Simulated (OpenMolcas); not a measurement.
**AlO (oxoaluminum): USPW92/Ahlrichs_VTZ**

Aim: the vertical electron affinity of AlO (oxoaluminum) at USPW92/Ahlrichs_VTZ, from 2 runs. 

The calculation is run with OpenMolcas 26.06.

11 further runs of the same task are left out: 1 that didn't finish, 10 set aside as unsound or not needed.

### Step 1. The structure to begin with

The species is AlO (2 atoms), meant as a doublet with charge 0. As SMILES, `[O]=[Al]`. The shape comes from GFN2-xTB, which is rough for such elements, and wasn't checked as a minimum.

Bond lengths: O1–Al2 1.570 Å.

### Step 2. The energy at USPW92/Ahlrichs_VTZ

Contents of test.input:

```
>>> EXPORT MOLCAS_PRINT=2

&GATEWAY
  Coord
  2
  angstrom
  O        0.000000       0.000000       0.000000
  Al       0.000000       0.000000       1.570050
  Basis
  Ahlrichs_VTZ
  Group
  NoSym

&SEWARD

&SCF
  UHF
  Spin
  2
  KSDFT
  2
  1.0 LDA_X
  1.0 LDA_C_PW
  PrOrbitals
  1
```

Started as:

```console
export MOLCAS_MEM=1860
pymolcas test.input > test.log
```

The program printed, shortened:

```text
--- Start Module: gateway ---
[...]
--- Stop Module: gateway /rc=_RC_ALL_IS_WELL_ ---
--- Start Module: seward ---
[...]
      Basis functions           37
--- Stop Module: seward /rc=_RC_ALL_IS_WELL_ ---
--- Start Module: scf ---
[...]
       Convergence after  14 Iterations
[...]
::    Total KS-DFT energy                            -316.0373617635
[...]
      Total spin, S                                     0.5007985759
[...]
      Total electronic charge=   21.000000
      Total            charge=   -0.000000
[...]
      Dipole Moment (debye):
      Origin of the operator (angstrom)=    0.0000    0.0000    0.9857
                   X= -5.7140E-16               Y=  6.3919E-16               Z=  4.1252E+00           Total=  4.1252E+00
      Quadrupole Moment (debye*angstrom):
[...]
--- Stop Module: scf /rc=_RC_ALL_IS_WELL_ ---
[...]
```

Wall time 1.8 s (1 thread of Intel Xeon 6975P-C (Granite Rapids), shared host); peak memory 0.37 GiB.

### Step 3. The singlet anion at the same level

Contents of test.input:

```
* AlO Kohn-Sham DFT

&GATEWAY
 Coord
 2
 angstrom
 O        0.000000       0.000000       0.000000
 Al       0.000000       0.000000       1.570050
 Basis = Ahlrichs_VTZ
 Group = NoSym

&SEWARD

&SCF
 Charge = -1
 KSDFT = 2
 1.0 LDA_X
 1.0 LDA_C_PW
 PrOrbitals = 1
```

Started as:

```console
export MOLCAS_MEM=1860
pymolcas test.input > test.log
```

The program printed, shortened:

```text
--- Start Module: gateway ---
[...]
--- Stop Module: gateway /rc=_RC_ALL_IS_WELL_ ---
--- Start Module: seward ---
[...]
      Basis functions           37
--- Stop Module: seward /rc=_RC_ALL_IS_WELL_ ---
--- Start Module: scf ---
[...]
       Convergence after  17 Iterations
[...]
::    Total KS-DFT energy                            -316.1259142247
[...]
      Total spin, S                                     0.0000000000
[...]
      Total electronic charge=   22.000000
      Total            charge=   -1.000000
[...]
      Dipole Moment (debye):
      Origin of the operator (angstrom)=    0.0000    0.0000    0.9857
                   X=  1.4748E-15               Y= -1.5099E-17               Z=  9.6063E-01           Total=  9.6063E-01
      Center of Charge (angstrom)
[...]
--- Stop Module: scf /rc=_RC_ALL_IS_WELL_ ---
[...]
```

Wall time 1.6 s (1 thread of Intel Xeon 6975P-C (Granite Rapids), shared host); peak memory 0.37 GiB.

### Step 4. Results

At USPW92/Ahlrichs_VTZ:

| quantity | value |
| --- | --- |
| doublet AlO: total energy | -316.03736 Eh |
| doublet AlO: dipole moment | 4.13 D |
| doublet AlO: HOMO energy (highest over α and β) | -6.64 eV |
| doublet AlO: LUMO energy (lowest over α and β) | -5.61 eV |
| doublet AlO: ⟨S²⟩ | 0.752 |
| singlet anion: total energy | -316.12591 Eh |
| singlet anion: HOMO energy | 0.74 eV |
| singlet anion: LUMO energy | 3.98 eV |
| singlet anion: HOMO–LUMO gap (to an unbound level, set by the basis) | 3.24 eV |
| vertical electron affinity (to the singlet anion) | 2.410 eV |

What this shows: At fixed nuclei the extra electron is bound by 2.41 eV (56 kcal/mol). The HOMO (singlet anion) lies at positive energy, 0.74 eV, as semi-local functionals often give for anions; only total energies tell whether the electron is bound.
